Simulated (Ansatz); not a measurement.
Ideal-gas functions of `[BH4-]` at 298.15 K and 1 bar, from an Ansatz frequency run at PBE0-D4/def2-TZVPD.

Molar mass 14.84 g/mol, point group Td (symmetry number 12), electronic degeneracy 1, moments of inertia 4.13, 4.131, 4.131 u Å². Harmonic wavenumbers (cm⁻¹, unscaled): 1063, 1063, 1063, 1184, 1184, 2270, 2270, 2270, 2275.

Use S(trans) = R[1.5 ln M + 2.5 ln T − 1.1517]; rotational temperatures θ = 24.2544 K / I; S(rot) = R[ln(√π/σ · √(T³/θAθBθC)) + 1.5]; for each mode x = 1.438777 ν̃/T, S = R[x/(eˣ − 1) − ln(1 − e⁻ˣ)] and H = RT x/(eˣ − 1); 1 cm⁻¹ = 0.0119627 kJ/mol; R = 8.31446 J/(mol·K).

Q: By hand: the entropy, in J/(mol·K).

A: Translation 142.5. Rotation: θ = 5.8727, 5.8713, 5.8713 K, giving 45.6. Vibration, mode by mode: 0.30, 0.30, 0.30, 0.18, 0.18, 0.00, 0.00, 0.00, 0.00, in all 1.3. Electronic 0.0. Sum 189.4 J/(mol·K).

Q: By hand: H − E and G − E in kJ/mol, counted from the electronic energy.

A: Zero-point energy ½ × 14642 × 0.0119627 = 87.6; thermal vibration 0.3; translation, rotation and pV give 4 RT = 9.9. H − E = 97.8 kJ/mol, and G − E = 97.8 − 298.15 × 189.4/1000 = 41.3 kJ/mol.

Vibration gives 1 % of the entropy; all modes have x over 3 and are hardly excited.
